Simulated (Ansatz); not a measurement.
A made-up structure of B2H2Cl, doublet:

```
atom    x (Å)    y (Å)    z (Å)
  B1   0.8060  -0.0329   0.0434
  B2  -0.9410   0.0390  -0.0507
 Cl3  -2.8128   0.1153  -0.1516
  H4   1.4283  -1.2205   0.0300
  H5   1.5195   1.0991   0.1289
```

It is relaxed with PBE-D4/def2-SVP and then PBE0-D4/def2-TZVP (Ansatz 0.2.0). Atoms count as bonded within 1.22 times the sum of their covalent radii (H–H: 0.88 Å). The end point is not checked to be a true minimum.

Problem. Does its bonding change? (Judge from chemistry; the calculation decides.)

Solution. By the calculation: No: no bond forms or breaks.

Where it ends: The first stage lowers the energy by 0.91 eV in 5 steps. It ends as B₂H₂Cl ([BH2][B][Cl]):
B1  (0.720, -0.030, 0.039)
B2  (-0.840, 0.035, -0.045)
Cl3  (-2.511, 0.103, -0.135)
H4  (1.276, -1.090, 0.027)
H5  (1.356, 0.982, 0.115)
(Å)

Labels in which every atom is bracketed show which atoms are joined, not bond orders.

For scale, one of the runs: PBE0-D4/def2-TZVP relaxation, 111 basis functions, launched by `ansatz run in.yaml --threads 2 --pin off --events-out ev --progress --plain --max-ram 4352MiB`. Hardware: 2 CPU threads of an Arm Neoverse V2, shared host. Wall time about 10 s.
